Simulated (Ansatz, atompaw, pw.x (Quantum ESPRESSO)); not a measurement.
## hafnium (Hf): one change to the PAW (atompaw) potential, in the atom and in the bcc crystal

atompaw 4.2.0.5 input, output lines left out:

```
Hf 72
GGA-PBESOL scalarrelativistic loggrid 2001 logderivrange -7 5 301
6 6 5 4 0 0
6 0 1.75
6 1 0.25
5 2 2
0 0 0
c
c
c
c
v
v
c
c
c
v
v
c
c
v
c
2
2.70 2.35 2.70 2.25
n
n
y
0.15
n
custom rrkj vanderbiltortho besselshape
3 0 troulliermartins
1.25
2.70
1.90
2.70
1.80
1.80
```

Change: all radii scaled by about 1.06 (s 1.32, p 2.02, d 1.90 bohr); local potential troulliermartins scheme with l = 3 at 0 Ry, radius 2.86 bohr; augmentation besselshape compensation charge, radius 2.48 bohr; PAW radius 2.86 bohr; waves and projectors: custom rrkj vanderbiltortho; core correction smooth core density matched at 2.38 bohr.

Cutoffs, loose and tight: the cutoffs (Ry, on a coarse ladder) from which the occupation-weighted sum of valence levels, in a spherical-Bessel basis at the reference potential, stays within 10 and 1 mRy of its value at 400 Ry. They see the waves, projectors and local potential, not the compensation charge or the core.

Crystal test: bcc Hf in pw.x 7.5, no spin, 13³ k-points, Fermi–Dirac smearing 0.01 Ry, cutoffs set for each file from its atomic test. The reference is all-electron LAPW (Ansatz 0.2.0) with the same functional, mesh and smearing; V0 and B0 come from Birch–Murnaghan fits to the pressures at five volumes. Errors are pseudo minus all-electron; Δ is the rms difference of the E(V) curves that follow from these fits, minima aligned, over ±6 % about the mean V0. Mesh and smearing are coarse, so the numbers serve the comparison and aren't converged zero-temperature values; the lattice is a test structure that the element need not adopt.

All-electron: a0 = 3.497 Å (V0 = 21.39 Å³/atom), B0 = 103.7 GPa.

Question: Does the change bring the crystal closer to the all-electron result?

Answer: The mean pressure error goes from +0.91 to +1.07 GPa, so the change moves the solid further from the all-electron pressures.

```
                 quantity       base    changed
           outcome (atom)  generated  generated
     cutoff, loose (atom)      30 Ry      30 Ry
     cutoff, tight (atom)      55 Ry      45 Ry
      bound ghosts (atom)       none       none
     cutoffs in pw.x (Ry)     70/700     55/550
                   a0 (Å)      3.507      3.509
             a0 error (%)      +0.28      +0.32
             B0 error (%)       +2.5       +2.6
             Δ (meV/atom)        4.1        4.8
mean pressure error (GPa)      +0.91      +1.07
```
